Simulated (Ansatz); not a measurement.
# C3H6ClFO: the cost of one run

Program: Ansatz 0.2.0, Gaussian basis. Level of theory: the settings change from run to run. These are calculated values, not measurements.

### 1 The molecule

An earlier PBE0-D4 in a triple-zeta def2 set relaxation fixed the geometry.

SMILES `COC(C)(F)Cl`, 12 atoms, charge 0, spin multiplicity 1.

Atoms are counted from 1 here; the program's logs count them from 0.

Bond lengths: C1–O2 1.419 Å, C1–H7 1.092 Å, C1–H8 1.088 Å, C1–H9 1.094 Å, O2–C3 1.363 Å, C3–C4 1.508 Å, C3–F5 1.372 Å, C3–Cl6 1.784 Å, C4–H10 1.088 Å, C4–H11 1.089 Å, C4–H12 1.091 Å. Angles: O2–C1–H7 111.3°, O2–C1–H8 105.7°, O2–C1–H9 111.5°, H7–C1–H8 109.2°, H7–C1–H9 109.9°, H8–C1–H9 109.0°, C1–O2–C3 115.9°, O2–C3–C4 116.1°, O2–C3–F5 109.5°, O2–C3–Cl6 105.5°, C4–C3–F5 108.2°, C4–C3–Cl6 110.1°, F5–C3–Cl6 107.0°, C3–C4–H10 109.5°, C3–C4–H11 109.8°, C3–C4–H12 109.8°, H10–C4–H11 109.4°, H10–C4–H12 108.7° and more.

### 2 revPBE/ANO-RCC-VTZP

Options: a point charge of -1.00 e beside it.

File in.yaml:

```yaml
crystal:
  periodic: [false, false, false]
  atoms:
    - {symbol: C, position_ang: [-0.625945, -1.505389, 0.265377]}
    - {symbol: O, position_ang: [-0.690924, -0.247156, 0.918831]}
    - {symbol: C, position_ang: [-0.321803, 0.830526, 0.171280]}
    - {symbol: C, position_ang: [1.070199, 0.792029, -0.407385]}
    - {symbol: F, position_ang: [-1.210723, 0.998165, -0.860056]}
    - {symbol: Cl, position_ang: [-0.499443, 2.241896, 1.248619]}
    - {symbol: H, position_ang: [-1.145768, -1.481882, -0.695175]}
    - {symbol: H, position_ang: [-1.128505, -2.207766, 0.927266]}
    - {symbol: H, position_ang: [0.408810, -1.829561, 0.121521]}
    - {symbol: H, position_ang: [1.278484, 1.732301, -0.914190]}
    - {symbol: H, position_ang: [1.796520, 0.641717, 0.390346]}
    - {symbol: H, position_ang: [1.146097, -0.020080, -1.132331]}
basis:
  gaussian: {orbitals: ANO-RCC-VTZP, point_charges: [{charge: -1.00, position_ang: [5.721, 0.515, 0.160]}]}
hamiltonian: {xc: {name: revPBE}}
```

Run with:

```sh
$ ansatz run in.yaml --threads 4 --pin off --events-out ev --progress --plain --max-ram 10444MiB
```

What time and memory should one allow on 4 threads of Intel Xeon at 2.50GHz, shared host?

About 12 s, with a peak of 0.55 GiB.
